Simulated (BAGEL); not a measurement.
# doublet CH3Al+: levels of theory compared

We compute a comparison of 3 runs (ROHF/6-31G*, ROHF/cc-pVTZ, UHF/cc-pVTZ) of doublet CH3Al+. 

The results are computed with BAGEL 1.2.2.

8 further runs of the same task are left out: 8 that didn't finish.

### Step 1. The molecule

CH3Al+ has 5 atoms, charge +1, and is taken as a doublet. As SMILES of the parent species, `C[Al]`. The shape is that of a PBE0-D4/def2-TZVP optimisation. That shape belongs to the parent species and isn't relaxed for this state.

Bond lengths: C1–Al2 1.988 Å, C1–H3 1.098 Å, C1–H4 1.098 Å, C1–H5 1.098 Å. Angles: Al2–C1–H3 111.8°, Al2–C1–H4 111.8°, Al2–C1–H5 111.8°, H3–C1–H4 107.1°, H3–C1–H5 107.1°, H4–C1–H5 107.1°.

### Step 2. A single-point energy at ROHF/6-31G(d) (density fitting with cc-pvqz-jkfit, spherical functions) (run 1)

Input file input.json:

```json
{ "bagel": [

{
  "title": "molecule",
  "basis": "6-31gs.json",
  "df_basis": "cc-pvqz-jkfit",
  "angstrom": true,
  "geometry": [
    { "atom": "C", "xyz": [      -0.131220,      -0.057510,       0.054000 ] },
    { "atom": "Al", "xyz": [       1.572690,       0.689240,      -0.647230 ] },
    { "atom": "H", "xyz": [      -0.230740,      -1.127460,      -0.171770 ] },
    { "atom": "H", "xyz": [      -0.205100,       0.049890,       1.144270 ] },
    { "atom": "H", "xyz": [      -1.005630,       0.445840,      -0.379270 ] }
  ]
},

{ "title": "rohf", "charge": 1, "nopen": 1 },

{ "title": "print", "file": "orbitals.molden", "orbitals": true }

]}
```

The basis set 6-31G* is read from a file made from the Basis Set Exchange's data (not shown).

Run with:

```bash
$ BAGEL_NUM_THREADS=1 BAGEL input.json > input.out
```

The program printed:

```text
* using 1 threads per process

  ===============================================================
  ===============================================================

  *** Geometry ***

  { "atom" : "C", "xyz" : [     -0.247970,     -0.108678,      0.102045 ] },
  { "atom" : "Al", "xyz" : [      2.971953,      1.302475,     -1.223087 ] },
  { "atom" : "H", "xyz" : [     -0.436035,     -2.130591,     -0.324598 ] },
  { "atom" : "H", "xyz" : [     -0.387583,      0.094278,      2.162357 ] },
  { "atom" : "H", "xyz" : [     -1.900365,      0.842515,     -0.716716 ] },

  Number of auxiliary basis functions:      407

  Since a DF basis is specified, we compute 2- and 3-index integrals:
    o Being stored without compression. Storage requirement is 0.005 GB

  Number of basis functions:       38
  Number of electrons      :       22

    * METHOD: MOLECULE                             0.08

  *** Open-shell HF ***

  === Nuclear Repulsion ===
    38.2614716938

      * DIIS with orbital gradients will be used.

  === ROHF iteration (6-31gs.json) ===
      0       -281.17158590          0.03433866           0.02
      1       -281.21733351          0.01613719           0.02
      2       -281.22617210          0.00801738           0.02
      3       -281.22914086          0.00222846           0.02
      4       -281.23040424          0.00154076           0.01
      5       -281.23142002          0.00056783           0.01
      6       -281.23173368          0.00010049           0.01
      7       -281.23185380          0.00003384           0.01
      8       -281.23184373          0.00000822           0.01
      9       -281.23184706          0.00000206           0.02
     10       -281.23184844          0.00000043           0.01
     11       -281.23184835          0.00000017           0.01
     12       -281.23184831          0.00000006           0.01
     13       -281.23184831          0.00000001           0.01
    * SCF iteration converged.

    * S^2 (ROHF) is 0.7500

    * Permanent dipole moment:
           (   -0.992221,    -0.434848,     0.408339) a.u.

    * METHOD: ROHF                                 0.25

    * METHOD: PRINT                                0.00

  ===============================================================
```

Run time: 0.65 s. Hardware: 1 thread of Intel Xeon 6975P-C (Granite Rapids), shared host; peak memory 0.14 GiB.

### Step 3. The energy at ROHF/cc-pVTZ (density fitting with cc-pvqz-jkfit) (run 2)

Input file hf.json:

```json
{ "bagel": [

{
  "title": "molecule",
  "basis": "cc-pvtz.json",
  "df_basis": "cc-pvqz-jkfit",
  "angstrom": true,
  "geometry": [
    { "atom": "C", "xyz": [      -0.131220,      -0.057510,       0.054000 ] },
    { "atom": "Al", "xyz": [       1.572690,       0.689240,      -0.647230 ] },
    { "atom": "H", "xyz": [      -0.230740,      -1.127460,      -0.171770 ] },
    { "atom": "H", "xyz": [      -0.205100,       0.049890,       1.144270 ] },
    { "atom": "H", "xyz": [      -1.005630,       0.445840,      -0.379270 ] }
  ]
},

{
  "title": "rohf",
  "charge": 1,
  "nopen": 1
},

{
  "title": "print",
  "file": "orbitals.molden",
  "orbitals": true
}

]}
```

The basis set cc-pVTZ is read from a file made from the Basis Set Exchange's data (not shown).

Run with:

```bash
$ BAGEL_NUM_THREADS=1 BAGEL hf.json > hf.out
```

The program printed:

```text
* using 1 threads per process

  ===============================================================
  ===============================================================

  *** Geometry ***

  { "atom" : "C", "xyz" : [     -0.247970,     -0.108678,      0.102045 ] },
  { "atom" : "Al", "xyz" : [      2.971953,      1.302475,     -1.223087 ] },
  { "atom" : "H", "xyz" : [     -0.436035,     -2.130591,     -0.324598 ] },
  { "atom" : "H", "xyz" : [     -0.387583,      0.094278,      2.162357 ] },
  { "atom" : "H", "xyz" : [     -1.900365,      0.842515,     -0.716716 ] },

  Number of auxiliary basis functions:      407

  Since a DF basis is specified, we compute 2- and 3-index integrals:
    o Being stored without compression. Storage requirement is 0.037 GB

  Number of basis functions:      106
  Number of electrons      :       22

    * METHOD: MOLECULE                             0.14

  *** Open-shell HF ***

  === Nuclear Repulsion ===
    38.2614716938

      * DIIS with orbital gradients will be used.

  === ROHF iteration (cc-pvtz.json) ===
      0       -281.13159452          0.03702182           0.08
      1       -281.23578556          0.02037213           0.08
      2       -281.26032241          0.01020300           0.08
      3       -281.26899049          0.00144135           0.07
      4       -281.26997047          0.00065839           0.08
      5       -281.27040655          0.00048142           0.07
      6       -281.27069369          0.00013317           0.09
      7       -281.27086557          0.00003163           0.09
      8       -281.27090516          0.00000753           0.09
      9       -281.27090276          0.00000337           0.09
     10       -281.27090375          0.00000077           0.09
     11       -281.27090453          0.00000016           0.09
     12       -281.27090446          0.00000006           0.08
     13       -281.27090444          0.00000002           0.09
     14       -281.27090444          0.00000001           0.08
    * SCF iteration converged.

    * S^2 (ROHF) is 0.7500

    * Permanent dipole moment:
           (   -0.957544,    -0.419651,     0.394068) a.u.

    * METHOD: ROHF                                 1.35

    * METHOD: PRINT                                0.01

  ===============================================================
```

Run time: 1.8 s. Hardware: 1 thread of Intel Xeon 6975P-C (Granite Rapids), shared host; peak memory 0.14 GiB.

### Step 4. The energy at UHF/cc-pVTZ (density fitting with cc-pvqz-jkfit) (run 3)

Input file hf.json:

```json
{ "bagel": [

{
  "title": "molecule",
  "basis": "cc-pvtz.json",
  "df_basis": "cc-pvqz-jkfit",
  "angstrom": "true",
  "geometry": [
    { "atom": "C", "xyz": [   -0.131220,   -0.057510,    0.054000 ] },
    { "atom": "Al", "xyz": [    1.572690,    0.689240,   -0.647230 ] },
    { "atom": "H", "xyz": [   -0.230740,   -1.127460,   -0.171770 ] },
    { "atom": "H", "xyz": [   -0.205100,    0.049890,    1.144270 ] },
    { "atom": "H", "xyz": [   -1.005630,    0.445840,   -0.379270 ] }
  ]
},
{ "title": "uhf", "charge": 1, "nopen": 1 },
{ "title": "print", "file": "orbitals.molden", "orbitals": "true" }

]}
```

The basis set cc-pVTZ is read from a file made from the Basis Set Exchange's data (not shown).

Run with:

```bash
$ BAGEL_NUM_THREADS=1 BAGEL hf.json > hf.out
```

The program printed:

```text
* using 1 threads per process

  ===============================================================
  ===============================================================

  *** Geometry ***

  { "atom" : "C", "xyz" : [     -0.247970,     -0.108678,      0.102045 ] },
  { "atom" : "Al", "xyz" : [      2.971953,      1.302475,     -1.223087 ] },
  { "atom" : "H", "xyz" : [     -0.436035,     -2.130591,     -0.324598 ] },
  { "atom" : "H", "xyz" : [     -0.387583,      0.094278,      2.162357 ] },
  { "atom" : "H", "xyz" : [     -1.900365,      0.842515,     -0.716716 ] },

  Number of auxiliary basis functions:      407

  Since a DF basis is specified, we compute 2- and 3-index integrals:
    o Being stored without compression. Storage requirement is 0.037 GB

  Number of basis functions:      106
  Number of electrons      :       22

    * METHOD: MOLECULE                             0.16

  *** Open-shell HF ***

  === Nuclear Repulsion ===
    38.2614716938

      * DIIS with orbital gradients will be used.

  === UHF iteration (cc-pvtz.json) ===
      0       -281.13159452          0.03702182           0.07
      1       -281.24291490          0.01958041           0.06
      2       -281.26792062          0.00923638           0.08
      3       -281.27506353          0.00129965           0.09
      4       -281.27590947          0.00021292           0.11
      5       -281.27596658          0.00008080           0.08
      6       -281.27597808          0.00001798           0.10
      7       -281.27597919          0.00000525           0.10
      8       -281.27597943          0.00000212           0.07
      9       -281.27597951          0.00000139           0.07
     10       -281.27597953          0.00000077           0.07
     11       -281.27597954          0.00000054           0.07
     12       -281.27597954          0.00000022           0.07
     13       -281.27597954          0.00000005           0.07
     14       -281.27597954          0.00000001           0.06
     15       -281.27597954          0.00000001           0.08
    * SCF iteration converged.

    * S^2 (UHF) is 0.7824

    * Permanent dipole moment:
           (   -0.832560,    -0.364876,     0.342632) a.u.

    * METHOD: UHF                                  1.37

    * METHOD: PRINT                                0.01

  ===============================================================
```

Run time: 1.9 s. Hardware: 1 thread of Intel Xeon 6975P-C (Granite Rapids), shared host; peak memory 0.14 GiB.

### Step 5. All runs side by side

```csv
run,level,energy (Eh),⟨S²⟩,wall time
1,"ROHF/6-31G* (density fitting with cc-pvqz-jkfit, spherical functions)",-281.231848,0.750,0.65 s
2,ROHF/cc-pVTZ (density fitting with cc-pvqz-jkfit),-281.270904,0.750,1.8 s
3,UHF/cc-pVTZ (density fitting with cc-pvqz-jkfit),-281.275980,0.782,1.9 s
```

### Step 6. Results

```
           quantity          value
run 3: total energy  -281.27598 Eh
        run 3: ⟨S²⟩          0.782
```

**Reading.** Over the runs the total energy spans 1.201 eV. All runs together took 4.4 s, the longest 1.9 s.
